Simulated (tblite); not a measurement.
C2H2ClN2P.
SMILES with atom numbers: `[Cl:1][c:2]1[n:3][nH:4][cH:5][p:6]1` (hydrogens: H7 on N4; H8 on C5)

Computed with GFN2-xTB (tblite): harmonic, unscaled wavenumbers at the GFN2-xTB geometry, gas phase. Errors from tens to a few hundred cm⁻¹ against measured bands are possible.

**Question.** How many normal modes are there?

**Answer.** 8 atoms, non-linear: 3N − 6 = 18.

**Question.** What is the point group of the computed structure, and how do the modes divide by symmetry?

**Answer.** Cs. The vibrations span 13 a′ + 5 a″.

**Question.** How many distinct wavenumbers does the calculation give?

**Answer.** 18: Cs has no degenerate species.

**Question.** How many fundamentals are allowed in the infrared by symmetry?

**Answer.** 18 of 18: in Cs every mode is allowed. All fundamentals are allowed in the Raman spectrum.

**Question.** What zero-point energy do the modes add up to?

**Answer.** Half the sum of the wavenumbers, 9746 cm⁻¹, or 1.208 eV from 18 modes; those above 1550 cm⁻¹ give 0.405 eV of it.

**Question.** What thermal excitation has the softest real mode at 298.15 K?

**Answer.** θ = hcν̃/k = 313 K for 217.6 cm⁻¹, so N1/N0 = 0.35 and ⟨v⟩ = 1/(exp(θ/T) − 1) = 0.54.
